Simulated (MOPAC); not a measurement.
MOPAC input (AM1):

```
AM1 1SCF GEO-OK AUX(PRECISION=9) THREADS=1
CH2

C     0.00728032 1    0.00031015 1    0.17491065 1
H    -0.01040746 1    0.86106198 1   -0.52673636 1
H    -0.03327446 1   -0.86292291 1   -0.52272756 1
```

From the last part of the output:

```
                                                       MOPAC v23.2.5 Linux

          FINAL HEAT OF FORMATION =        111.71573 KCAL/MOL =     467.41863 KJ/MOL

          COSMO AREA              =         52.53 SQUARE ANGSTROMS
          COSMO VOLUME            =         35.35 CUBIC ANGSTROMS

          IONIZATION POTENTIAL    =          9.688278 EV
          HOMO LUMO ENERGIES (EV) =         -9.688 -0.310
          NO. OF FILLED LEVELS    =          3
          MOLECULAR WEIGHT        =         14.0268         POINT GROUP:  C2v

          MOLECULAR DIMENSIONS (Angstroms)

            Atom       Atom       Distance
            H     3    H     2     1.72414
            H     2    C     1     0.70025
            H     2    C     1     0.00000

          SCF CALCULATIONS        =          1

   ATOM   CHEMICAL          X               Y               Z
  NUMBER   SYMBOL      (ANGSTROMS)     (ANGSTROMS)     (ANGSTROMS)

     1       C          0.00728032  *   0.00031015  *   0.17491065  *
     2       H         -0.01040746  *   0.86106198  *  -0.52673636  *
     3       H         -0.03327446  *  -0.86292291  *  -0.52272756  *

                             CARTESIAN COORDINATES

   1    C        0.007280320     0.000310150     0.174910650
   2    H       -0.010407460     0.861061980    -0.526736360
   3    H       -0.033274460    -0.862922910    -0.522727560

           Empirical Formula: C H2  =     3 atoms

      MOLECULAR POINT GROUP   :   C2v

                  EIGENVALUES
 -25.72035 -13.41773  -9.68828  -0.30974   3.98838   4.07569

              NET ATOMIC CHARGES AND DIPOLE CONTRIBUTIONS

  ATOM NO.   TYPE          CHARGE      No. of ELECS.   s-Pop       p-Pop
    1          C           0.035834        3.9642     1.68676     2.27740
    2          H          -0.017917        1.0179     1.01792
    3          H          -0.017917        1.0179     1.01792
 DIPOLE           X         Y         Z       TOTAL
 POINT-CHG.     0.005     0.000     0.120     0.121
 HYBRID        -0.077    -0.003    -1.859     1.861
 SUM           -0.072    -0.003    -1.739     1.740

          ATOMIC ORBITAL ELECTRON POPULATIONS

     Atom    s        px        py        pz
    1  C   1.68676   0.00253   0.90784   1.36703
    2  H   1.01792
    3  H   1.01792

 **********************
 *                    *
 * JOB ENDED NORMALLY *
 *                    *
 **********************

 == MOPAC DONE ==
```
